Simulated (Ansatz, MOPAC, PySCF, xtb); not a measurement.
Barrier height from H + HO to the transition structure H2O, without zero-point energy, on the benchmark's geometries as Psi4's copy of the set gives them.
Transition structure (charge 0, multiplicity 3):
```xyz
3

H      0.000     0.000    -0.860
O      0.000     0.000     0.329
H      0.000     0.000    -1.772
```

```
level                                  barrier height (kJ/mol)  minus CCSD(T)/CBS(aug-cc-pVTZ, aug-cc-pVQZ)  cost
-------------------------------------  -----------------------  -------------------------------------------  ----
PM3                                                       18.0                                        -26.7     -
PM6                                                      -92.0                                       -136.8     -
GFN1-xTB                                                   7.9                                        -36.8     -
GFN2-xTB                                                  25.9                                        -18.9     -
HF/aug-cc-pVTZ                                            72.2                                         27.5     -
revPBE/def2-TZVPPD                                        16.7                                        -28.0    ×1
r2SCAN/def2-TZVPPD                                        13.1                                        -31.7    ×1
B3LYP/def2-TZVPPD                                         16.9                                        -27.9  ×0.7
PBE0/def2-TZVPPD                                          29.5                                        -15.2  ×0.6
M06-2X/def2-TZVPPD                                        41.2                                         -3.5     -
CAM-B3LYP/def2-TZVPPD                                     23.7                                        -21.0  ×0.7
wB97M-V/def2-TZVPPD                                       37.8                                         -7.0    ×2
MP2/aug-cc-pVTZ                                           71.4                                         26.7     -
SCS-MP2/aug-cc-pVQZ                                       72.2                                         27.4     -
CCSD/cc-pVDZ                                              40.5                                         -4.2     -
CCSD/aug-cc-pVTZ                                          43.3                                         -1.4     -
CCSD(T)/aug-cc-pVQZ                                       43.6                                         -1.1   ×20
CCSD(T)/CBS(aug-cc-pVTZ, aug-cc-pVQZ)                     44.7                                          0.0   ×30
CCSDT/cc-pVDZ                                             38.7                                         -6.0     -
CCSDT(Q)/cc-pVDZ                                          38.7                                         -6.0    ×5
```

 The comparison column counts from a level with limits of its own.

The rows run from -92.0 (PM6) to 72.2 kJ/mol (HF/aug-cc-pVTZ). The 7 functionals in def2-TZVPPD without D3 or D4 span 28.2, from r2SCAN to M06-2X.

Open shells are unrestricted; no spin–orbit coupling.

Cores are frozen in the correlated methods. CBS(a, b) extrapolates the correlation energy as X⁻³ and adds the Hartree–Fock energy of set b. The state that PM3, PM6 reach isn't checked.

The values were computed with Ansatz (a program for electronic structure) with Gaussian orbitals; MOPAC for PM3, PM6 (differences of heats of formation); PySCF for M06-2X; xtb for the GFN methods. Values without a source in brackets are computed. The GFN methods have no spin term and hold the electronic entropy of 300 K.

Costs are rough ratios of core time to PBE/def2-TZVPPD (about 2.3 s over the structures, on one shared machine); a dash marks a level with no comparable run of its own. 

The set's own value is 10.7 kcal/mol (Zhao et al., J. Phys. Chem. A 109, 2012 (2005), HTBH38), an estimate for the real system, whose open-shell reactant is lowered by spin–orbit coupling.
